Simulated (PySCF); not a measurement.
**NMR parameters from quadrupole coupling constants**

AlH3.
Cartesian coordinates in Å at the PBE0-D3(BJ)/def2-SVP level; atoms count from 1:
```xyz
4
AlH3 angstrom
Al     0.0000    0.0000    0.0000
H      1.5900   -0.0316    0.0151
H     -0.7674    1.3929   -0.0199
H     -0.8225   -1.3613    0.0048
```

Computed at PBE0/pcSseg-1 (pcSseg-2 on Al) (PySCF, non-relativistic):

```tsv
atom	environment	nucleus	spin I	Q (b)	CQ = χzz (MHz)	η
Al1	aluminium bonded to 3 H	27Al	5/2	0.1466	53.705	0.000
```

PQ = |CQ|√(1 + η²/3), νQ = 3|CQ|/[2I(2I − 1)], ν0 = |g|·7.62259 MHz/T·B with g(27Al) = 1.45660: values at 28.2 T?

```json
{"atom": "Al1", "PQ (MHz)": "53.71", "νQ (MHz)": "8.056", "ν0 (MHz)": "313.11", "νQ/ν0": "0.026"}
```

For Al1: PQ = 53.71 × 1.0000, νQ = 53.71 × 0.1500, ν0 = 11.1031 MHz/T × 28.2 T.

Second-order quadrupolar shift of the central transition's centre of gravity (half-integer spins, νQ < ν0/10) at 28.2 and 35.2 T.

From −(3/40)(PQ/ν0)²[I(I + 1) − 3/4]/[I(2I − 1)]², which goes as 1/B² (ppm):

```json
{"site": "27Al at Al1", "28.2 T": "-177", "35.2 T": "-113"}
```

The couplings are those of the rigid, isolated species; surroundings and motion change them. A larger basis could move these couplings by a tenth or more.
